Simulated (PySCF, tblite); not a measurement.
Species: C5H11P.
Atom-mapped SMILES: `[CH3:1][CH2:2][CH2:3][P:4]1[CH2:5][CH2:6]1` (hydrogens: H7, H8, H9 on C1; H10, H11 on C2; H12, H13 on C3; H14, H15 on C5; H16, H17 on C6)

Computed with GFN2-xTB (tblite), gas phase: Langevin dynamics at 200 K from the optimised GFN2-xTB geometry, time step 0.5 fs, friction 0.01 fs⁻¹, 2000 steps. Over the second half of the run the saved frames average 192 K.

Frame at 250 fs, instantaneous temperature 229 K:
```
atom  x, y, z in Å
C1     -2.419    0.486    0.190
C2     -1.835   -0.866   -0.066
C3     -0.327   -0.783    0.154
P4      0.742    0.045   -1.139
C5      2.152    0.404    0.111
C6      1.206    1.493   -0.082
H7     -3.510    0.531    0.063
H8     -2.288    0.747    1.237
H9     -1.954    1.256   -0.467
H10    -2.237   -1.700    0.553
H11    -2.010   -1.156   -1.120
H12    -0.009   -1.817    0.236
H13    -0.039   -0.252    1.098
H14     2.146   -0.135    1.038
H15     3.074    0.411   -0.445
H16     1.500    2.421   -0.628
H17     0.589    1.721    0.780
```

Frame at 425 fs, instantaneous temperature 264 K:
```
atom  x, y, z in Å
C1     -2.315    0.905    0.053
C2     -2.021   -0.581   -0.108
C3     -0.559   -0.821    0.272
P4      0.715    0.092   -0.822
C5      2.087    0.402    0.393
C6      1.147    1.565    0.227
H7     -3.401    1.073    0.052
H8     -1.969    1.268    1.004
H9     -1.899    1.525   -0.721
H10    -2.622   -1.122    0.572
H11    -2.237   -0.959   -1.130
H12    -0.274   -1.914    0.248
H13    -0.405   -0.459    1.284
H14     2.152   -0.105    1.358
H15     3.084    0.403   -0.137
H16     1.476    2.489   -0.292
H17     0.510    1.717    1.102
```

Frame at 625 fs, instantaneous temperature 191 K:
```
atom  x, y, z in Å
C1     -2.679    0.608    0.174
C2     -2.041   -0.697    0.526
C3     -0.537   -0.498    0.741
P4      0.395    0.199   -0.711
C5      1.990    0.590    0.193
C6      0.978    1.727   -0.008
H7     -3.699    0.407   -0.163
H8     -2.571    1.313    0.976
H9     -2.104    0.974   -0.709
H10    -2.439   -1.036    1.471
H11    -2.293   -1.391   -0.278
H12     0.027   -1.382    1.090
H13    -0.469    0.143    1.588
H14     2.179    0.213    1.212
H15     2.827    0.713   -0.452
H16     1.198    2.485   -0.729
H17     0.502    2.071    0.926
```

Frame at 800 fs, instantaneous temperature 158 K:
```
atom  x, y, z in Å
C1     -2.797    0.791    0.443
C2     -2.307   -0.634    0.423
C3     -0.836   -0.644    0.858
P4      0.245    0.210   -0.415
C5      1.826    0.425    0.533
C6      0.955    1.677    0.508
H7     -3.754    0.890   -0.112
H8     -3.031    1.035    1.485
H9     -2.099    1.530    0.117
H10    -2.974   -1.198    1.137
H11    -2.359   -1.042   -0.577
H12    -0.540   -1.666    0.855
H13    -0.658   -0.111    1.881
H14     1.960   -0.058    1.482
H15     2.696    0.499   -0.130
H16     1.246    2.448   -0.186
H17     0.511    1.957    1.431
```

Frame at 1000 fs, instantaneous temperature 164 K:
```
atom  x, y, z in Å
C1     -2.765    1.376    1.031
C2     -2.591   -0.048    0.508
C3     -1.121   -0.503    0.652
P4     -0.007    0.627   -0.439
C5      1.659    0.473    0.336
C6      0.880    1.661    0.730
H7     -3.800    1.714    1.034
H8     -2.363    1.379    2.092
H9     -2.115    2.054    0.487
H10    -3.250   -0.742    0.960
H11    -2.830   -0.062   -0.575
H12    -0.920   -1.519    0.186
H13    -0.751   -0.528    1.645
H14     1.788   -0.301    1.101
H15     2.505    0.601   -0.381
H16     1.166    2.632    0.245
H17     0.523    1.854    1.780
```

**Question.** What do single points at PBE0/pcSseg-1 (PySCF, gas phase) give on these frames?

**Answer.** 
| t (fs) | GFN2-xTB E above start (eV) | DFT E above lowest frame (eV) | HOMO (eV) | LUMO (eV) | dipole (D) |
| --- | --- | --- | --- | --- | --- |
| 250 | 0.40 | 0.14 | -7.08 | 0.47 | 1.20 |
| 425 | 0.26 | 0.00 | -6.96 | 0.68 | 1.36 |
| 625 | 0.40 | 0.21 | -7.01 | 0.60 | 1.32 |
| 800 | 0.36 | 0.17 | -6.94 | 0.70 | 1.22 |
| 1000 | 0.38 | 0.12 | -6.91 | 0.83 | 1.21 |

The two levels order the frames alike by energy but for pairs within 0.08 eV at one level; measured from each level's lowest frame they differ by 0.07 eV at most. The HOMO–LUMO gap runs from 7.55 to 7.74 eV. These are instantaneous structures, not minima.

**Question.** And the isotropic GIAO shieldings (ppm) from the same runs?

**Answer.** 
```csv
atom,250 fs,425 fs,625 fs,800 fs,1000 fs,mean,range
C1,168.4,170.0,167.5,169.8,166.6,168.5,3.4
C2,159.1,163.9,163.2,159.5,163.1,161.8,4.8
C3,136.6,140.4,147.2,144.3,147.2,143.1,10.6
P4,627.8,570.9,578.6,563.0,569.0,581.9,64.8
C5,175.0,174.9,183.4,179.1,180.4,178.6,8.5
C6,163.0,172.1,171.8,175.5,172.7,171.0,12.5
H7,30.3,30.4,30.1,30.0,30.3,30.2,0.4
H8,31.0,31.7,31.2,30.7,30.2,31.0,1.5
H9,29.6,30.5,29.6,30.7,29.9,30.1,1.1
H10,29.5,30.8,30.3,29.0,30.7,30.1,1.8
H11,29.9,29.8,30.2,30.3,29.9,30.0,0.5
H12,29.4,28.9,29.6,30.0,28.9,29.4,1.1
H13,31.8,31.9,32.5,30.0,32.3,31.7,2.5
H14,31.5,30.4,30.7,30.9,30.4,30.8,1.1
H15,30.6,29.6,31.7,30.6,30.0,30.5,2.1
H16,29.5,29.8,31.0,31.0,29.8,30.2,1.5
```

The cost below is that of the whole dynamics run. Hardware: Intel Xeon Platinum 8488C, one thread, shared host with 96 logical CPUs at a one-minute load of 3.7. Cost: 9.8 s wall, 0.18 GiB resident at most.
